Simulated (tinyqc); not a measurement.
CIS and TDHF on RHF in the sto-3g basis, frozen core, for H2O, spin multiplicity 1, step by step. One step of it, computed by the program tinyqc.

Question. CIS triplet states. Diagonalise A (1 hartree = 27.211386 eV); each vector has its largest component positive (the first on a tie).

CIS matrix A, triplet (hartree), lower triangle:
```
           2>6       2>7       3>6       3>7       4>6       4>7       5>6       5>7
2>6   1.007919
2>7   0.000000  1.130110
3>6   0.000000  0.084928  0.399821
3>7   0.084928  0.000000  0.000000  0.519662
4>6  -0.047028  0.000000  0.000000  0.066487  0.270083
4>7   0.000000  0.023195  0.066487  0.000000  0.000000  0.383172
5>6   0.000000  0.000000  0.000000  0.000000  0.000000  0.000000  0.219066
5>7   0.000000  0.000000  0.000000  0.000000  0.000000  0.000000  0.000000  0.326054
```

Give: triplet excitation energies; lowest vectors.

Answer.

triplet excitation energies (eV): 5.961  6.737  8.776  8.872  12.231  14.317  27.863  31.051

lowest vectors:
```
     state 1  state 2  state 3  state 4  state 5  state 6
2>6    0.000    0.089    0.000    0.000    0.000   -0.141
2>7    0.000    0.000    0.051    0.000   -0.113    0.000
3>6    0.000    0.000   -0.683    0.000    0.721    0.000
3>7    0.000   -0.262    0.000    0.000    0.000    0.952
4>6    0.000    0.961    0.000    0.000    0.000    0.273
4>7    0.000    0.000    0.729    0.000    0.683    0.000
5>6    1.000    0.000    0.000    0.000    0.000    0.000
5>7    0.000    0.000    0.000    1.000    0.000    0.000
```
